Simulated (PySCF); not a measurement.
C4H6. Atoms are numbered in the order given.

```xyz
10

C     -0.1098     1.8511     0.0000
C      0.4004     0.6091     0.0000
C     -0.4004    -0.6091     0.0000
C      0.1098    -1.8511     0.0000
H     -1.1913     2.0205     0.0000
H      0.5324     2.7350     0.0000
H      1.4891     0.4747     0.0000
H     -1.4891    -0.4747     0.0000
H     -0.5324    -2.7350     0.0000
H      1.1913    -2.0205     0.0000
```

Geometry optimised at B3LYP-D3(BJ)/def2-SVP. Other conformers were not sampled.

These are B3LYP-D3(BJ)/def2-SVP (PySCF) values and carry that method's errors.

Frequencies are harmonic and unscaled.

```csv
mode,ν (cm⁻¹),IR (km/mol),moving atoms (share of kinetic energy)
1,179,0.4,"C 67 %, H 33 %"
2,299,2.5,"C 58 %, H 42 %"
3,517,0.0,"C 68 %, H 32 %"
4,540,9.3,H 93 %
5,779,0.0,"H 59 %, C 41 %"
6,901,0.0,"H 53 %, C 47 %"
7,933,73.1,"H 72 %, C 28 %"
8,934,0.0,"H 75 %, C 25 %"
9,993,2.4,"H 82 %, C 18 %"
10,1003,0.0,"H 79 %, C 21 %"
11,1058,23.2,"H 91 %, C 9 %"
12,1222,0.0,"C 51 %, H 49 %"
13,1301,0.0,"H 72 %, C 28 %"
14,1302,2.4,"H 78 %, C 22 %"
15,1395,4.5,"H 83 %, C 17 %"
16,1453,0.0,"H 80 %, C 20 %"
17,1663,14.0,"C 83 %, H 17 %"
18,1722,0.0,"C 87 %, H 13 %"
19,3131,0.0,H 94 %
20,3135,16.0,H 95 %
21,3142,0.0,H 92 %
22,3145,12.9,"H 91 %, C 9 %"
23,3236,0.2,"H 89 %, C 11 %"
24,3236,17.2,"H 89 %, C 11 %"
```
